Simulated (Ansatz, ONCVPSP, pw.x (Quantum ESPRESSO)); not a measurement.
## Which C potential is closest to all-electron in the fcc crystal?

All use PBEsol, scalar-relativistic, no spin, cutoffs from each file’s atomic test, pw.x 7.5; 18³ k-points, Fermi–Dirac smearing 0.01 Ry. Δ is the rms difference from all-electron LAPW of the E(V) curves that follow from fits to the pressures, over ±6 % in volume. Mesh and smearing are coarse and serve the comparison alone. The files are a selection: those with a ghost or negative overlap were mostly not run, and those with noisy or unconverged pressures or nearly equal Δ are left out.

All-electron: a0 = 3.037 Å (V0 = 7.00 Å³/atom), B0 = 172.8 GPa.

Task: Rank them by Δ, smallest first.
A. optimised norm-conserving Vanderbilt (ONCV), ONCVPSP 4.0.1.1 (patched build), PBEsol; core [He], reference 2s1.75 2p2.25; waves: 2s: rc 1.00 bohr, ncon 3, nbas 7, qcut 6.4 1/bohr, local; 2p: rc 2.55 bohr, ncon 3, nbas 7, qcut 6.9 1/bohr, 1 projector; d scattering state at 0.44 Ha: rc 2.25 bohr, ncon 3, nbas 6, qcut 5 1/bohr, 3 projectors, debl 0.8 Ha; local part: the s channel; core correction: Teter function, fcfact 4.5, rcfact 1.25.
B. optimised norm-conserving Vanderbilt (ONCV), ONCVPSP 4.0.1.1 (patched build), PBEsol; core [He], reference 2s1 2p3; waves: 2s: rc 1.25 bohr, ncon 3, nbas 7, qcut 6.2 1/bohr, 2 projectors, debl 3.3 Ha; 2p: rc 1.50 bohr, ncon 4, nbas 7, qcut 5.7 1/bohr, 3 projectors, debl 2.8 Ha; local part: polynomial inside 1.00 bohr (lpopt 5, dvloc0 4 Ha); core correction: Teter function fitted to the true core (icmod 2), fcfact 0.65.
C. optimised norm-conserving Vanderbilt (ONCV), ONCVPSP 4.0.1.1 (patched build), PBEsol; core [He], reference 2s2 2p2; waves: 2s: rc 1.00 bohr, ncon 3, nbas 8, qcut 6.5 1/bohr, 2 projectors, debl 2.2 Ha; 2p: rc 2.15 bohr, ncon 3, nbas 8, qcut 5.5 1/bohr, 2 projectors, debl 3.9 Ha; d scattering state at 0.08 Ha: rc 1.65 bohr, ncon 5, nbas 8, qcut 5.3 1/bohr, 2 projectors, debl 0.3 Ha; local part: polynomial inside 0.95 bohr (lpopt 1, dvloc0 6 Ha); core correction: none.
D. optimised norm-conserving Vanderbilt (ONCV), ONCVPSP 4.0.1.1 (patched build), PBEsol; core [He], reference 2s2 2p2; waves: 2s: rc 0.85 bohr, ncon 3, nbas 7, qcut 7.8 1/bohr, 1 projector; 2p: rc 2.45 bohr, ncon 3, nbas 6, qcut 5 1/bohr, 2 projectors, debl 3.8 Ha; local part: polynomial inside 0.80 bohr (lpopt 5, dvloc0 0 Ha); core correction: Teter function, fcfact 4.25, rcfact 1.3.

Result: C (0.7 meV/atom), D (1.6 meV/atom), A (2.9 meV/atom), B (4.6 meV/atom).
